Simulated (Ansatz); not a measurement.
# The cluster CrF3: the relaxed shape and its frontier levels

What does the cluster CrF3 look like as a doublet, and where do its frontier electrons sit?

Method: UKS PBE0-D4/def2-TZVP; program: Ansatz 0.2.0, Gaussian basis.

Levels to be run: relaxation at PBE-D4/def2-TZVP; a search for the lowest solution at PBE0-D4/def2-SVP; a single point at PBE0-D4/def2-TZVP.

2 further runs of the same task are left out: 2 that didn't finish. Runs told in other sessions of the task aren't counted.

### 1 The starting structure

4 atoms, charge 0, spin multiplicity 2.

Atoms are counted from 1 here; the program's logs count them from 0.

Bond lengths: Cr1–F2 1.573 Å, Cr1–F3 1.573 Å, Cr1–F4 1.657 Å. Angles: F2–Cr1–F3 140.8°, F2–Cr1–F4 109.6°, F3–Cr1–F4 109.5°.

No spin-orbit coupling is included.

The start is a GFN1-xTB geometry.

### 2 Relaxation at PBE-D4/def2-TZVP

in.yaml reads:

```yaml
crystal:
  periodic: [false, false, false]
  atoms:
    - {symbol: Cr, position_ang: [0.015580, 0.093730, 0.117140]}
    - {symbol: F, position_ang: [-0.780610, 1.421940, -0.156780]}
    - {symbol: F, position_ang: [0.927760, -0.578430, 1.207500]}
    - {symbol: F, position_ang: [-0.162720, -0.937240, -1.167850]}
basis:
  gaussian: {orbitals: def2-TZVP}
magnetization: {spin_polarized: true, initial_magnetization: 1}
hamiltonian: {xc: pbe, dispersion: d4}
scf: {lower_state_search: "off"}
output: {orbitals: {seedname: orbitals}}
relax: {f_tol: 0.02, max_steps: 100}
```

Run with:

```sh
> ansatz run in.yaml --threads 4 --pin off --events-out ev --progress --plain --max-ram 3916MiB
```

Further steps of the session: Searching for the lowest solution, PBE0-D4/def2-SVP; Single point, PBE0-D4/def2-TZVP.

Before running them: what should the planned runs give, taken together? Wanted: point group; near neighbours of the metal; HOMO, LUMO at PBE0-D4/def2-TZVP; ⟨S²⟩; charge on the metal; spin on the metal; dipole at PBE-D4/def2-TZVP.

As calculated:

| quantity | value |
| --- | --- |
| point group | D3h |
| near neighbours of the metal | F 1.73, F 1.73, F 1.73 Å |
| HOMO, LUMO at PBE0-D4/def2-TZVP (over both spins) | -8.61, -3.56 eV |
| ⟨S²⟩ | 1.755 |
| charge on the metal (Mulliken, PBE0-D4/def2-TZVP) | +1.47 e |
| spin on the metal (Mulliken) | 0.93 |
| dipole at PBE-D4/def2-TZVP | 0.00 D |

The molecule keeps its bonding pattern by the stored test; the atoms moved 0.19 Å (rms), and the angle F2–Cr1–F3 went from 141° to 120°. Of 1 unpaired electron, 0.93 sit on the metal by Mulliken's count. No usable vibrations, so a minimum isn't proven. The alpha HOMO lies nearest to Cr1 72 %; F2, F3 about 14 % each and the alpha LUMO to Cr1 87 % (shares on a coarse grid); over both spins the HOMO of beta spin, not drawn, take the frontier's place. Doubts on the single point: spin contamination. Whether this spin is the lowest isn't tested here.
